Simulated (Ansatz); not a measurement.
**One shape, several levels: singlet [HO2]+**

Wanted: a comparison of 6 runs (BHLYP/def2-TZVPPD, CAM-B3LYP/def2-TZVPPD, HSE06/def2-TZVPPD, RPA@PBE0/def2-TZVPPD, BCCD(T)/def2-TZVPPD, CCSD(T)/def2-TZVPPD) of singlet [HO2]+. 

Program for the calculation: Ansatz 0.2.0.

33 further runs of the same task are left out: 33 set aside as unsound or not needed.

### Step 1. The system as given

The species is [HO2]+ (3 atoms), meant as a singlet with charge +1. SMILES of the parent species: `[O]O`. The coordinates come from a PBE0-D4/def2-TZVP relaxation. That shape belongs to the parent species and isn't relaxed for this state.

Bond lengths: O1–O2 1.309 Å, O2–H3 0.975 Å. Angles: O1–O2–H3 105.8°.

### Step 2. A single-point energy at BHLYP/def2-TZVPPD (run 1)

in.yaml reads:

```yaml
crystal:
  periodic: [false, false, false]
  atoms:
    - {symbol: O, position_ang: [-0.355150, 0.941950, -0.088650]}
    - {symbol: O, position_ang: [-0.244540, -0.359400, -0.172440]}
    - {symbol: H, position_ang: [0.599690, -0.582550, 0.261090]}
basis:
  gaussian: {orbitals: def2-TZVPPD.json}
output: {orbitals: {seedname: orbitals}}
magnetization: {spin_polarized: false, initial_magnetization: 0}
accuracy: high
total_charge: 1
hamiltonian: {xc: {name: BHLYP}}
```

The basis set def2-TZVPPD is read from a file made from the Basis Set Exchange's data (not shown).

Started as:

```sh
$ ansatz run in.yaml --threads 1 --pin off --max-ram 3480MiB --events-out events.jsonl --progress --plain --runs-dir runs
```

The program printed:

```text
Warning: RAYON_NUM_THREADS=1 ignored (pool sized by the plan → 1); use --threads N
Functional definition: BHLYP
  name "BHLYP"
  parameter a = 0.5
  exchange = (1 - a)*b88_x + a*exact_x
  correlation = lyp_c
1482 factors; integrals over basis functions are off by at most 3.7e-9 eV
mean field evaluation 1: about -4091.5929 eV, gradient 3.5e1 eV
mean field evaluation 2: about -4092.0112 eV, gradient 3.1e1 eV
mean field evaluation 4: about -4093.4212 eV, gradient 7.7e-1 eV
mean field evaluation 8: about -4093.4239 eV, gradient 5.2e-2 eV
mean field evaluation 16: about -4093.4239 eV, gradient 9.9e-7 eV
mean field -4093.42393025 eV, -150.4305548144 hartree, gradient 3.7e-9 eV, S^2 0.000000; 0 other end points of the search recorded, 0 dependent functions left out
reference -4093.42394742 eV, -150.4305554453 hartree; 8, 8 occupied and 89, 89 virtual orbitals, 1482 factors
Total energy: -4093.42394742 eV, -150.4305554453 hartree
```

Wall time 3.6 s (1 thread of Arm Neoverse V1, shared host); peak memory 0.21 GiB.

### Step 3. The energy at CAM-B3LYP/def2-TZVPPD (run 2)

job.yaml reads:

```yaml
crystal:
  periodic: [false, false, false]
  atoms:
    - {symbol: O, position_ang: [-0.355150, 0.941950, -0.088650]}
    - {symbol: O, position_ang: [-0.244540, -0.359400, -0.172440]}
    - {symbol: H, position_ang: [0.599690, -0.582550, 0.261090]}
basis:
  gaussian: {orbitals: def2-TZVPPD.json}
total_charge: 1
hamiltonian: {xc: {name: CAM-B3LYP}}
accuracy: high
output: {orbitals: {seedname: orbitals}}
```

The basis set def2-TZVPPD is read from a file made from the Basis Set Exchange's data (not shown).

Started as:

```sh
$ ansatz run job.yaml --threads 1 --pin off --max-ram 3480MiB --events-out events.jsonl --progress --plain --runs-dir runs
```

The program printed:

```text
Warning: RAYON_NUM_THREADS=1 ignored (pool sized by the plan → 1); use --threads N
Functional definition: CAM-B3LYP
  name "CAM-B3LYP"
  parameter alpha = 0.19
  parameter beta = 0.46
  parameter omega = 0.33/bohr
  parameter ac = 0.81
  exchange = (1 - alpha - beta)*b88_x + beta*b88_x_sr(omega) + alpha*exact_x + beta*exact_x_lr(omega)
  correlation = (1 - ac)*vwn5_c + ac*lyp_c
1482 factors; integrals over basis functions are off by at most 3.7e-9 eV
288 factors; integrals over basis functions are off by at most 2.0e-9 eV
mean field evaluation 1: about -4092.0837 eV, gradient 4.1e1 eV
mean field evaluation 2: about -4092.2015 eV, gradient 4.0e1 eV
mean field evaluation 4: about -4094.4984 eV, gradient 8.6e-1 eV
mean field evaluation 8: about -4094.5000 eV, gradient 2.5e-2 eV
mean field evaluation 16: about -4094.5000 eV, gradient 4.9e-6 eV
mean field -4094.50004992 eV, -150.4701014828 hartree, gradient 7.8e-9 eV, S^2 0.000000; 0 other end points of the search recorded, 0 dependent functions left out
reference -4094.50006332 eV, -150.4701019753 hartree; 8, 8 occupied and 89, 89 virtual orbitals, 1482 factors
Total energy: -4094.50006332 eV, -150.4701019753 hartree
```

Wall time 3.9 s (1 thread of Arm Neoverse V1, shared host); peak memory 0.23 GiB.

Run 3 isn't shown in full; the table further down has it.

### Step 4. The energy at RPA@PBE0/def2-TZVPPD (run 4)

in.yaml reads:

```yaml
basis:
  gaussian: {orbitals: def2-TZVPPD.json}
crystal:
  periodic: [false, false, false]
  atoms:
    - symbol: O
      position_ang: [-0.355150, 0.941950, -0.088650]
    - symbol: O
      position_ang: [-0.244540, -0.359400, -0.172440]
    - symbol: H
      position_ang: [0.599690, -0.582550, 0.261090]
total_charge: 1
hamiltonian: {xc: {name: PBE0}}
correlation: {method: rpa, frozen_orbitals: {H: 0, O: 1}}
accuracy: high
```

The basis set def2-TZVPPD is read from a file made from the Basis Set Exchange's data (not shown).

Started as:

```sh
$ ansatz run in.yaml --threads 1 --pin off --max-ram 3480MiB --events-out events.jsonl --progress --plain --runs-dir runs
```

The program printed:

```text
Warning: RAYON_NUM_THREADS=1 ignored (pool sized by the plan → 1); use --threads N
Functional definition: PBE0
  name "PBE0"
  parameter a = 0.25
  parameter kappa = 0.804
  parameter beta = 0.06672455060314922
  exchange = (1 - a)*pbe_x(kappa = kappa, mu = beta*pi^2/3) + a*exact_x
  correlation = pbe_c(beta = beta)
1482 factors; integrals over basis functions are off by at most 3.7e-9 eV
mean field evaluation 1: about -4088.7654 eV, gradient 4.4e1 eV
mean field evaluation 2: about -4088.7649 eV, gradient 4.4e1 eV
mean field evaluation 4: about -4089.2442 eV, gradient 3.7e1 eV
mean field evaluation 8: about -4091.5911 eV, gradient 4.2e-2 eV
mean field evaluation 16: about -4091.5911 eV, gradient 5.0e-7 eV
mean field -4091.59108379 eV, -150.3631989492 hartree, gradient 6.8e-8 eV, S^2 0.000000; 0 other end points of the search recorded, 0 dependent functions left out; unrestricted orbitals would lower it
mean field evaluation 32: about -4077.1753 eV, gradient 7.3e-1 eV
unrestricted determinant -4077.18151962 eV, -149.8336572331 hartree, S^2 1.0264
2 core orbitals not correlated: weight in the atoms' cores, before any rotation towards them, 1.000 or more for the frozen orbitals, at most 0.000 for the correlated occupied ones
reference -4075.20521931 eV, -149.7610295364 hartree; 6, 6 occupied and 89, 89 virtual orbitals, 1482 factors
Total energy: -4093.48060820 eV, -150.4326376904 hartree
```

It took 6.3 s on 1 thread of Arm Neoverse V1, shared host; peak memory 0.28 GiB.

Run 5 isn't shown in full; the table further down has it.

### Step 5. The energy at CCSD(T)/def2-TZVPPD (run 6)

run.yaml reads:

```yaml
basis:
  gaussian:
    orbitals: def2-TZVPPD.json
crystal:
  periodic: [false, false, false]
  atoms:
    - {symbol: O, position_ang: [-0.355150, 0.941950, -0.088650]}
    - {symbol: O, position_ang: [-0.244540, -0.359400, -0.172440]}
    - {symbol: H, position_ang: [0.599690, -0.582550, 0.261090]}
total_charge: 1
correlation:
  method: ccsd_t
  frozen_orbitals: {H: 0, O: 1}
accuracy: high
scf:
  omitted_lower_state_checks: [cluster_reference, increment]
```

The basis set def2-TZVPPD is read from a file made from the Basis Set Exchange's data (not shown).

Started as:

```sh
$ ansatz run run.yaml --threads 1 --pin off --max-ram 3480MiB --events-out events.jsonl --progress --plain --runs-dir runs
```

The program printed:

```text
Warning: RAYON_NUM_THREADS=1 ignored (pool sized by the plan → 1); use --threads N
[... 12 lines left out ...]
2 core orbitals not correlated: weight in the atoms' cores, before any rotation towards them, 1.000 or more for the frozen orbitals, at most 0.000 for the correlated occupied ones
[... 31 lines left out ...]
Total energy: -4089.67536874 eV, -150.2927977197 hartree
Checks for a lower state left out: cluster_reference, increment
```

Run time: 7.5 s. Hardware: 1 thread of Arm Neoverse V1, shared host; peak memory 0.55 GiB.

### Step 6. Overview of the runs

| run | level | frozen core orbitals | energy (Eh) | wall time |
| --- | --- | --- | --- | --- |
| 1 | BHLYP/def2-TZVPPD | – | -150.430555 | 3.6 s |
| 2 | CAM-B3LYP/def2-TZVPPD | – | -150.470102 | 3.9 s |
| 3 | HSE06/def2-TZVPPD | – | -150.357231 | 3 s |
| 4 | RPA@PBE0/def2-TZVPPD | 2 | -150.432638 | 6.3 s |
| 5 | BCCD(T)/def2-TZVPPD | 2 | -150.291778 | 11 s |
| 6 | CCSD(T)/def2-TZVPPD | 2 | -150.292798 | 7.5 s |

### Step 7. What came out

```
                                          quantity          value
                               run 6: total energy  -150.29280 Eh
run 6: correlation energy (2 core orbitals frozen)     -514.5 mEh
                             run 6: (T) correction     -27.92 mEh
                              run 6: T1 diagnostic          0.041
```

**Reading.** Over runs 1, 2, 3 the HOMO–LUMO gap runs from 2.92 eV (HSE06/def2-TZVPPD) to 7.62 eV (BHLYP/def2-TZVPPD). Totals of different functionals can't be ranked against each other. In run 6 the T1 diagnostic is large, so a single reference may not serve. In runs 4, 5, 6 the log says that unrestricted orbitals would lower the reference, so the values rest on an unstable closed-shell determinant (other closed-shell runs at this shape may share the fault). All runs together took 35 s, the longest 11 s.
